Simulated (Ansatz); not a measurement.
Geometry optimisation, Ansatz, RHF/def2-SVP.

Input:

```yaml
crystal:
  periodic: [false, false, false]
  atoms:
    - { symbol: B, position_ang: [0.052358, 0.340785, -0.360914] }
    - { symbol: H, position_ang: [-0.569422, 0.687498, 0.599134] }
    - { symbol: H, position_ang: [1.234746, 0.524564, -0.39852] }
    - { symbol: H, position_ang: [-0.530537, -0.08785, -1.317886] }
    - { symbol: "N", position_ang: [-0.131272, -1.836105, 1.297475] }
    - { symbol: H, position_ang: [-0.830089, -2.461366, 0.933905] }
    - { symbol: Si, position_ang: [1.189443, -2.469601, 2.234559] }
    - { symbol: H, position_ang: [1.6609, -3.705474, 1.558186] }
    - { symbol: H, position_ang: [2.269305, -1.455164, 2.283088] }
    - { symbol: H, position_ang: [0.83651, -2.819921, 3.63806] }
    - { symbol: H, position_ang: [-0.556441, -0.932365, 1.539913] }
basis:
  gaussian: { orbitals: def2-SVP }
hamiltonian:
  xc: hf
relax:
  f_tol: 0.03
  max_steps: 50
```

Launched with:

```bash
$ ansatz run input.yaml --threads 1 --pin off --max-ram 2048MiB --backend cpu --events-out ev --progress --plain --runs-dir out
```

Q: Where does it end, and by what steps?

A: It converged. The force dipped under the threshold on the way, but the program's further checks kept it going. After 18 steps the energy has fallen by 0.748 eV; H3 moved furthest, 1.30 Å. Joined: B1–N5 (2.74 → 1.70 Å).

```csv
step,energy less start (eV),largest force component (eV/Å),accepted
0,0.0000,1.294,yes
1,-0.0782,0.614,yes
2,-0.1244,0.640,yes
3,-0.1747,1.336,yes
4,-0.3030,1.571,yes
5,-0.5021,1.470,yes
6,-0.5501,1.453,yes
7,-0.6680,0.254,yes
8,-0.7068,0.150,yes
9,-0.7010,0.361,no
10,-0.7178,0.049,yes
11,-0.7251,0.094,yes
12,-0.7303,0.286,yes
13,-0.7365,0.158,yes
14,-0.7447,0.069,yes
15,-0.7467,0.008,yes
16,-0.7468,0.089,yes
17,-0.7474,0.034,yes
18,-0.7477,0.006,yes
```

```xyz
11
Properties=species:S:1:pos:R:3
B 0.135 -0.313 0.015
H 0.391 0.679 0.675
H 1.104 -0.760 -0.578
H -0.855 -0.199 -0.685
N -0.262 -1.503 1.160
H -0.699 -2.262 0.658
Si 1.186 -2.070 2.075
H 1.995 -2.873 1.146
H 1.893 -0.888 2.587
H 0.715 -2.912 3.197
H -0.975 -1.115 1.757
```

Whether the end is a true minimum wasn't checked by a vibrational analysis.

The run took 12 s on 1 thread of AMD EPYC 9R45 96-Core Processor (Zen 5), on a shared host, peak memory 0.16 GiB.
